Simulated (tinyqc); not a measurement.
CIS on RHF in the sto-3g basis, frozen core, for H2O, spin multiplicity 1, step by step. One step of it, computed by the program tinyqc.

Task: CIS matrix, triplets. A(ia,jb) = (e_a - e_i) d_ij d_ab - (ij|ab).

orbital energies (hartree): MO1 -20.237733, MO2 -1.262345, MO3 -0.620334, MO4 -0.444957, MO5 -0.388478, MO6 0.595263, MO7 0.746292

Two-electron integrals over orbitals (pq|rs), unique and non-zero (hartree); the lowest 1 orbital is frozen and left out:
```
(22|22) 0.726573    (32|32) 0.144437    (33|22) 0.642695    (33|33) 0.630713
(42|22) 0.002896    (42|33) 0.006931    (42|42) 0.124880    (43|32) 0.020787
(43|43) 0.046861    (44|22) 0.677771    (44|33) 0.597633    (44|42) -0.104725
(44|44) 0.784825    (52|52) 0.144822    (53|53) 0.028612    (54|52) -0.045968
(54|54) 0.055373    (55|22) 0.747619    (55|33) 0.626953    (55|42) -0.067882
(55|44) 0.730125    (55|55) 0.880159    (62|22) 0.141817    (62|33) 0.073979
(62|42) 0.021652    (62|44) 0.089730    (62|55) 0.158365    (62|62) 0.101136
(63|32) -0.042366   (63|43) -0.029207   (63|63) 0.073183    (64|22) 0.096039
(64|33) 0.042618    (64|42) -0.028143   (64|44) 0.119741    (64|55) 0.115331
(64|62) 0.061771    (64|64) 0.067374    (65|52) 0.059522    (65|54) -0.001645
(65|65) 0.038566    (66|22) 0.609997    (66|33) 0.569221    (66|42) 0.059136
(66|44) 0.546810    (66|55) 0.585797    (66|62) 0.094429    (66|64) 0.044415
(66|66) 0.593757    (72|32) 0.041431    (72|43) -0.033033   (72|63) 0.034983
(72|72) 0.062293    (73|22) 0.140929    (73|33) 0.090763    (73|42) -0.074377
(73|44) 0.161766    (73|55) 0.190897    (73|62) 0.077081    (73|64) 0.077173
(73|66) 0.037959    (73|73) 0.151729    (74|32) -0.075895   (74|43) 0.002339
(74|63) 0.045051    (74|72) -0.017047   (74|74) 0.067775    (75|53) 0.023759
(75|75) 0.024605    (76|32) 0.099680    (76|43) 0.047949    (76|63) -0.066922
(76|72) -0.008754   (76|74) -0.057544   (76|76) 0.116830    (77|22) 0.624467
(77|33) 0.609831    (77|42) -0.015093   (77|44) 0.609634    (77|55) 0.626459
(77|62) 0.069322    (77|64) 0.042150    (77|66) 0.564509    (77|73) 0.096206
(77|77) 0.620259
```

Give: CIS matrix A, triplet.

Result:

CIS matrix A, triplet (hartree):
```
        2>6     2>7     3>6     3>7     4>6     4>7    5>6    5>7
2>6   1.248   0.000   0.000  -0.100  -0.059   0.000  0.000  0.000
2>7   0.000   1.384  -0.100   0.000   0.000   0.015  0.000  0.000
3>6   0.000  -0.100   0.646   0.000   0.000  -0.048  0.000  0.000
3>7  -0.100   0.000   0.000   0.757  -0.048   0.000  0.000  0.000
4>6  -0.059   0.000   0.000  -0.048   0.493   0.000  0.000  0.000
4>7   0.000   0.015  -0.048   0.000   0.000   0.582  0.000  0.000
5>6   0.000   0.000   0.000   0.000   0.000   0.000  0.398  0.000
5>7   0.000   0.000   0.000   0.000   0.000   0.000  0.000  0.508
```
